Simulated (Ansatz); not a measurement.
System: tetradymite Bi2Te3. Method: PBE (Ansatz, a quantum-chemistry and plane-wave program, PAW).

Run with plane-wave cutoff 500 eV, 10×10×10 k mesh, Fermi–Dirac smearing 0.05 eV, scalar-relativistic PAW data made under PBE.

Computed at the level's own relaxed cell.

Q: What does this level give for the volume per atom, lattice constant a, c axis length and band gap?

A: 
volume per atom: 36.65 Å³/atom
lattice constant a: 4.447 Å
c axis length: 32.099 Å
band gap: 0.53 eV (on the SCF k mesh)

Measured, for comparison: lattice constant a 4.386 Å, lattice parameter c 30.497 Å (temperature not stated, no zero-point or thermal correction; as tabulated in Luo et al. (2012), arXiv:1308.1523). Computed (rounded) less measured: lattice constant a +1.4 %, lattice parameter c +5.3 %.

Note: the cell comes from a level without a dispersion term, which matters for the spacing of layers, chains or molecules.

Spin–orbit coupling is not included; with these elements it can move the gap by several tenths of an eV or more.

The computed numbers hold no vibrational or temperature effects.
